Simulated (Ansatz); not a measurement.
# HMgSi, doublet: reading a ladder of total energies

Geometry: a point of a stretch scan, not a stationary point.

```xyz
3

Si    0.0000    0.0000    3.7312
Mg    0.0000    0.0000   -1.0108
H     0.0000    0.0000   -2.7205
```

Basis 6-31G; Ansatz 0.2.0. Only valence electrons are correlated (noble-gas cores frozen), which leaves 7 electrons in 18 orbitals. Prefix R: restricted or restricted open-shell reference. The metal's outer-core shells are frozen, which leaves out core–valence correlation.

Full CI is exact within this basis and frozen core; it isn't the basis-set limit.

RCCSD has a T1 diagnostic of 0.171 and a largest doubles amplitude of 0.37.

The cluster runs stand on a determinant 0.04 eV above the lowest RHF solution, chosen by a search with trial CCSD; the correlation energy below is counted from it.

Runs differ by some tens of microhartree through their thresholds and, for an open shell, their frozen cores, so steps under 0.03 kcal/mol mean nothing.

```
                                 level  total energy (hartree)
RHF determinant under the cluster runs             -488.899632
                                  RMP2             -488.959161
                                RCCSD*             -489.006551
                             RCCSD(T)*             -489.009436
                               RCCSDT*             -489.010443
                            RCCSDT(Q)*             -489.010681
                              RCCSDTQ*             -489.010663
                               full CI             -489.010665
```

Q: What is the correlation energy at full CI, and what share of it do RMP2 and RCCSD recover?

A: E(corr) = -489.010665 − (-488.899632) = -0.111033 hartree = -3.021 eV. RMP2: -0.059529 / -0.111033 = 53.61 %. RCCSD: -0.106919 / -0.111033 = 96.29 %.

Q: By how many kcal/mol does RCCSD(T) miss full CI (1 hartree = 627.509 kcal/mol), and which steps make up the rest?

A: -489.009436 − (-489.010665) = 0.001229 hartree = 0.77 kcal/mol. Steps: RCCSDT − RCCSD(T) = -0.63, RCCSDT(Q) − RCCSDT = -0.15, RCCSDTQ − RCCSDT(Q) = 0.01, full CI − RCCSDTQ = 0.00 kcal/mol. That is within 1 kcal/mol of the reference in this basis, which itself misses far more of the correlation at the basis-set limit.

An asterisk marks runs whose energy the program itself flagged as in doubt.
